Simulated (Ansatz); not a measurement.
# Yb (fcc): energy against volume

The calculation used DFT, revPBE, plane waves (420 eV) with PAW, scalar-relativistic (Ansatz). The PAW files were generated under PBE, with cores re-solved for the functional.

The cell is scaled uniformly from the relaxed one, with fractional coordinates and shape fixed. Energies are extrapolated to zero smearing, pressures are those at the given smearing. Magnetic state: non-magnetic.

A Birch-Murnaghan fit gives V₀ = 37.71 Å³/atom, B₀ = 17.5 GPa, B₀′ = 3.9.

Problem. What are the energy above the minimum and the pressure at 33.326 Å³/atom?

Solution. 34.1 meV/atom and 2.72 GPa as computed.

Problem. What are the energy above the minimum and the pressure at 34.841 Å³/atom?

Solution. 13.6 meV/atom and 1.64 GPa as computed.

Problem. What are the energy above the minimum and the pressure at 42.415 Å³/atom?

Solution. 26.5 meV/atom and -1.57 GPa as computed.
